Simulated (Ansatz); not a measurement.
A nudged elastic band was laid between two geometries of BH3O + H2 (7 atoms, charge 0, multiplicity 1).

These are results of Ansatz 0.2.0, RKS PBE/def2-TZVP, not measurements.

```json
{
 "movable images": "9",
 "climbing image": "yes",
 "spring": "5.0 eV/Å²",
 "optimiser": "quadratic models (default)",
 "start path": "through a guess of the saddle point",
 "force threshold": "0.05 eV/Å",
 "iteration limit": "60",
 "end points": "relaxed"
}
```

First end point:

```xyz
7
Properties=species:S:1:pos:R:3
B 0.212 0.420 -0.890
O 1.105 -0.579 -0.657
H -0.752 0.133 -1.548
H 0.401 1.530 -0.452
H -1.204 -0.887 1.695
H -1.626 -0.330 1.974
H 1.864 -0.288 -0.123
```

Last end point:

```xyz
7
Properties=species:S:1:pos:R:3
B -0.415 0.544 -0.226
O 0.678 -0.756 -0.016
H -1.166 0.099 -1.064
H 0.325 1.428 -0.594
H 0.169 -1.511 0.335
H -0.896 0.693 0.880
H 1.305 -0.497 0.684
```

**Question.** Which bonds break or form, and what moves?

**Answer.** Bonds broken: H5–H6. Bonds formed: B1–H6, O2–H5. BH3O + H2 becomes BH5O.

**Question.** What energy profile does the band end with?

**Answer.** The run converged. The highest image is number 6 of 0 to 10, 32.6 kcal/mol above the first end and 17.3 kcal/mol above the last; the last end lies 15.3 kcal/mol above the first. A vibrational analysis at the climbing image gives one clearly imaginary mode, 1173i cm⁻¹: a first-order saddle point. The orbitals stay closed-shell, which can raise the energy where a bond breaks towards radicals; this wasn't checked here.

```tsv
image	path coordinate (Å)	energy (kcal/mol)	H5–H6 (Å)	B1–H6 (Å)	O2–H5 (Å)
0	0.00	0.0	0.75	3.48	3.31
1	0.47	0.0	0.75	3.11	3.42
2	0.93	0.3	0.75	2.79	2.98
3	1.40	1.8	0.75	2.42	2.58
4	1.86	6.5	0.75	2.04	2.19
5	2.33	18.3	0.79	1.62	1.77
6	2.79	32.6	1.04	1.34	1.28
7	3.29	21.2	1.60	1.24	1.00
8	3.79	16.0	2.21	1.21	0.97
9	4.29	15.6	2.36	1.22	0.97
10	4.79	15.3	2.51	1.22	0.98
```

**Question.** What is the geometry of the highest image?

**Answer.** 
```xyz
7
Properties=species:S:1:pos:R:3:forces:R:3
B -0.300 0.325 -0.311 0.00 0.00 0.00
O 0.754 -0.861 -0.092 0.00 0.00 0.00
H -1.048 0.085 -1.217 0.00 0.00 0.00
H 0.175 1.422 -0.177 0.00 0.00 0.00
H -0.177 -0.574 0.740 0.00 0.00 0.00
H -0.984 0.076 0.810 0.00 0.00 0.00
H 1.579 -0.473 0.248 0.00 0.00 0.00
```

**Question.** What are the harmonic wavenumbers there?

**Answer.** 1173i, 486, 772, 793, 1002, 1031, 1061, 1142, 1233, 1368, 1975, 2150, 2521, 2614, 3709 cm⁻¹.

The band took 12 iterations and of the order of 120 core-seconds.

Time of the run: 61 s on 2 threads of AMD EPYC 7R43 64-Core Processor (Zen 3), with other jobs on the host, peak memory 0.14 GiB.
